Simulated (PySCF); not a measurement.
Species: thiazole, C3H3NS.
SMILES with atom numbers: `[cH:1]1[cH:2][s:3][cH:4][n:5]1` (hydrogens: H6 on C1; H7 on C2; H8 on C4)

All values: wB97X-D/pcSseg-2 (PySCF, non-relativistic), on one gas-phase PBE0-D3(BJ)/def2-TZVP geometry that isn't relaxed in the solvent. The solvent is an IEF-PCM continuum (Bondi radii, 1.10 Å for H, scaled by 1.2). The model holds no explicit solvent molecules, cavitation or dispersion.

Gas phase at wB97X-D/pcSseg-2: HOMO -9.19 eV, LUMO 0.90 eV, dipole 1.66 D.

**Question.** What does the continuum do to the energy, the frontier levels and the dipole at wB97X-D/pcSseg-2 in chloroform?

**Answer.** 
```
   solvent      ε  E(solvent) − E(gas) (kJ/mol)  polarisation term (kJ/mol)  distortion of the solute (kJ/mol)  HOMO (eV)  LUMO (eV)  dipole (D)
chloroform  4.711                        -13.94                      -15.77                               1.83      -9.13       0.95        2.15
```

The polarisation term is half the interaction of the solute with the surface charges that it induces; the rest is the cost of distorting the solute's density. The sum is the electrostatic part of solvation alone.

**Question.** Which radius a makes the point-dipole formula ΔE = −[(ε − 1)/(2ε + 1)]·μ²/a³ give the value in chloroform, with the gas-phase dipole?

**Answer.** μ = 0.653 au and |ΔE| = 0.00531 Eh give a = 1.62 Å; the farthest nucleus lies 2.46 Å from the centroid of the nuclei, so such a sphere wouldn't even hold the nuclei. The formula assumes a rigid point dipole at the centre of a sphere.

Hardware: one thread, Arm Neoverse V1 (aarch64), no GPU, shared host with 32 logical CPUs at a one-minute load of 18. Cost: 21 s wall, 1.0 GiB resident at most. This is the whole shielding run at wB97X-D/pcSseg-2 in chloroform, SCF included.

Note: wB97X-D ran without an empirical dispersion term, which enters the total energy and its gradient alone.
